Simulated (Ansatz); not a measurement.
A nudged elastic band was laid between two geometries of AlClH2 + H2 (6 atoms, charge 0, multiplicity 1).

Method: RKS r2SCAN-D4/def2-mTZVP (Ansatz 0.2.0).

* movable images: 5
* climbing image: yes
* spring: 5.0 eV/Å²
* optimiser: fire
* start path: through a guess of the saddle point
* force threshold: 0.03 eV/Å
* iteration limit: 60
* end points: relaxed
* largest step: 0.5 Å

Initial state:

```xyz
6
Properties=species:S:1:pos:R:3
Al 0.001 0.200 0.210
Cl -0.017 0.880 2.209
H 1.402 0.066 -0.500
H -1.390 -0.020 -0.497
H 0.082 -2.292 0.510
H 0.068 -2.100 1.233
```

Final state:

```xyz
6
Properties=species:S:1:pos:R:3
Al 0.021 -0.440 -0.339
Cl 0.009 -0.066 2.300
H 1.375 0.342 -0.627
H -1.379 0.255 -0.627
H 0.070 -2.020 -0.109
H 0.048 -1.337 2.568
```

(1) Which bonds break or form, and what moves?

(2) What energy profile does the band end with?

(3) What is the geometry of the highest image?

Answers

(1) Bonds broken: Al1–Cl2, H5–H6. Bonds formed: Al1–H5, Cl2–H6. AlClH2 + H2 becomes AlClH4.

(2) The run converged. The highest image is number 4 of 0 to 6, 35.1 kcal/mol above the first end and 2.0 kcal/mol above the last; the last end lies 33.1 kcal/mol above the first. Another band between the same ends (5 images) ends at a top of the same energy, where a vibrational analysis finds 1 clearly imaginary mode. The orbitals stay closed-shell, which can raise the energy where a bond breaks towards radicals; this wasn't checked here.

| image | path coordinate (Å) | energy (kcal/mol) | Al1–Cl2 (Å) | H5–H6 (Å) | Al1–H5 (Å) |
| --- | --- | --- | --- | --- | --- |
| 0 | 0.00 | 0.0 | 2.11 | 0.75 | 2.51 |
| 1 | 0.47 | 1.1 | 2.13 | 0.75 | 2.25 |
| 2 | 0.94 | 8.9 | 2.19 | 0.79 | 1.97 |
| 3 | 1.42 | 29.4 | 2.38 | 1.09 | 1.73 |
| 4 | 1.90 | 35.1 | 2.60 | 1.66 | 1.63 |
| 5 | 2.33 | 34.0 | 2.64 | 2.19 | 1.60 |
| 6 | 2.77 | 33.1 | 2.67 | 2.76 | 1.60 |

(3) 
```xyz
6
Properties=species:S:1:pos:R:3
Al 0.019 -0.419 -0.192
Cl 0.013 0.004 2.369
H 1.405 0.208 -0.632
H -1.399 0.133 -0.628
H 0.061 -1.944 0.368
H 0.044 -1.248 1.880
```

Run time: 6.6 min on 1 thread of Arm Neoverse V1 (shared host), peak memory 0.11 GiB.
